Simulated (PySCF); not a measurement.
ClH₅: one-bond stretch

All numbers come from BP86 in PySCF with Cl def2-TZVP, H def2-TZVP; no relativity; density-fitted integrals.

Rigid scan from the singlet minimum (Cl–H 1.285 Å, Cl–H 1.611 Å (×4); H–Cl–H 85.6° (×4), H–Cl–H 89.7° (×4), H–Cl–H 171.3° (×2)). Coordinate: the bond from Cl to the last atom (H) scaled, the rest fixed. Energies in kJ/mol from the minimum.

```csv
scale of one bond,E (kJ/mol),dipole size (D)
0.92,6.1,1.18
0.96,1.4,1.04
1.00,0.0,1.00
1.05,1.8,1.07
1.12,8.9,1.31
1.20,21.2,1.65
1.35,50.6,2.27
1.55,92.0,–
1.80,137.0,–
2.20,186.8,–
```

At long bonds a restricted determinant can lie too high, and another spin state can fall below this curve.

Other isomers or separated fragments may lie lower.
